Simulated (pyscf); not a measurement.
PySCF, gas phase, ωB97X-D3(BJ)/def2-SVP geometries.

Problem. For HN=SiH₂ + H• → [HN=SiH]• + H₂, a hydrogen abstraction (doublet surface; H–Si broken, H–H formed), PBE/def2-TZVP gives ΔE‡ = -1.1 kcal/mol and ΔE = -25.6 kcal/mol (zero: the separated reactants). In which direction and how far do r²SCAN/def2-TZVP, PBE0-D3(BJ)/def2-TZVP, ωB97M-D3(BJ)/def2-TZVP move these?

Solution. r²SCAN: ΔE‡ = -2.2 kcal/mol, ΔE = -26.3 kcal/mol; PBE0-D3(BJ): ΔE‡ = 0.9 kcal/mol, ΔE = -22.9 kcal/mol; ωB97M-D3(BJ): ΔE‡ = 3.8 kcal/mol, ΔE = -22.6 kcal/mol. PBE's barrier lies among them. Its reaction energy lies among theirs. At PBE, r²SCAN this geometry lies under the reactants; that is no barrier but a single point on another level's saddle; such a level's own saddle, if it has one, lies nearer that side and is low. HN=SiH₂ lies 18.2 kcal/mol over its isomer H₂N–SiH: [singlet] (electronic energy, ωB97M-D3(BJ)/def2-TZVP). One saddle was located; it need not be the lowest between these sides. The angle at the transferred H is 176°.
